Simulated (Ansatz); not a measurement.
Barrier from H (doublet) + F2 (molecular fluorine, SMILES FF) to the saddle point below; all geometries are those of the NHTBH38 set.
```xyz
3

H      0.0000     0.0000    -2.2313
F      0.0000     0.0000    -0.6162
F      0.0000     0.0000     0.8641
```
Charge 0, spin multiplicity 2.

Total energies in hartree (Ansatz, a program for electronic structure). Radicals and triplets start from unrestricted determinants; spin-orbit coupling is neglected. Cores are frozen in correlated methods. No relativity. For partners of very few electrons the exact lower level stands in for a higher one. The restricted determinant of F2 (FF, singlet) is unstable towards broken spin symmetry in at least one set run. The UHF reference of F2H (saddle point or complex, doublet) is spin-contaminated (<S^2> up to 0.46 over the pure value in the sets run).

```tsv
species	HF/aug-cc-pVTZ	CCSD(T)/aug-cc-pVTZ	HF/aug-cc-pVQZ	CCSD(T)/aug-cc-pVQZ	CCSD(T)/aug-cc-pVDZ	CCSDT(Q)/aug-cc-pVDZ
1: H (doublet)	-0.49982	-0.49982	-0.49995	-0.49995	-0.49933	-0.49933
2: F2 (molecular fluorine, SMILES FF)	-198.75686	-199.31334	-198.77109	-199.36556	-199.14621	-199.14837
3: F2H (complex or saddle point, doublet)	-199.27179	-199.80981	-199.28625	-199.86219	-199.64467	-199.64791
```

### Question
Work out the barrier height (electronic, no zero-point energy) in kcal/mol: take Hartree-Fock from aug-cc-pVQZ, extrapolate the CCSD(T) correlation energy as X^-3 (X = 3, 4), and add CCSDT(Q) - CCSD(T) in aug-cc-pVDZ. 1 hartree = 627.51 kcal/mol.

### Answer

Species 1: correlation (64·(0.00000) - 27·(0.00000))/37 = 0.00000; step +0.00000; E1 = -0.49995 + (0.00000) + (+0.00000) = -0.49995
Species 2: correlation (64·(-0.59447) - 27·(-0.55648))/37 = -0.62219; step -0.00216; E2 = -198.77109 + (-0.62219) + (-0.00216) = -199.39544
Species 3: correlation (64·(-0.57594) - 27·(-0.53802))/37 = -0.60361; step -0.00324; E3 = -199.28625 + (-0.60361) + (-0.00324) = -199.89310
-1·E1 -1·E2 +1·E3 = 0.00229 hartree = 1.4 kcal/mol. Published benchmark value: 2.3 kcal/mol (Zhao et al., NHTBH38), a best estimate, not a measurement. The composite differs from it by -0.8 kcal/mol; core, relativistic and spin-orbit terms are not in it.
